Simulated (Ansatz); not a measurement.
```yaml
crystal:
  periodic: [false, false, false]
  atoms:
    - {symbol: N, position_ang: [0.000000, 0.000000, -1.391863]}
    - {symbol: C, position_ang: [0.000000, 0.000000, -0.232141]}
    - {symbol: Si, position_ang: [0.000000, 0.000000, 1.624005]}
basis:
  gaussian: {orbitals: def2-TZVP}
magnetization: {spin_polarized: true, initial_magnetization: 1}
hamiltonian: {xc: pbe0}
relax: {f_tol: 0.004, max_steps: 80}
```

```sh
$ ansatz run in.yaml --threads 1 --pin off --events-out ev --progress --plain --max-ram 2176MiB
```

Steps of the relaxation (energy above the last step; positions in Å, forces in eV/Å):

```
3
step 1, 1.9 meV
N     0.000    0.000   -1.392    0.000    0.000   -0.274
C     0.000    0.000   -0.232    0.000    0.000    0.491
Si    0.000    0.000    1.624    0.000    0.000   -0.217
```

```
3
step 2, 0.5 meV
N     0.000    0.000   -1.391    0.000    0.000   -0.022
C     0.000    0.000   -0.229    0.000    0.000    0.150
Si    0.000    0.000    1.621    0.000    0.000   -0.128
```

```
3
step 3, 0.0 meV
N     0.000    0.000   -1.389    0.000    0.000   -0.026
C     0.000    0.000   -0.226    0.000    0.000    0.013
Si    0.000    0.000    1.615    0.000    0.000    0.013
```

```
3
step 4, 0.0 meV
N     0.000    0.000   -1.389    0.000    0.000    0.002
C     0.000    0.000   -0.227    0.000    0.000   -0.002
Si    0.000    0.000    1.616    0.000    0.000    0.000
```

Close pairs at the end: N1–C2 1.163 Å, C2–Si3 1.842 Å.

A stationary point of unrestricted PBE0 after 4 steps, with ⟨S²⟩ = 0.761 against 0.75 for a pure state; no frequencies were run, so it isn't proven a minimum. 7 s on 1 thread of Intel Xeon 6975P-C, shared host.
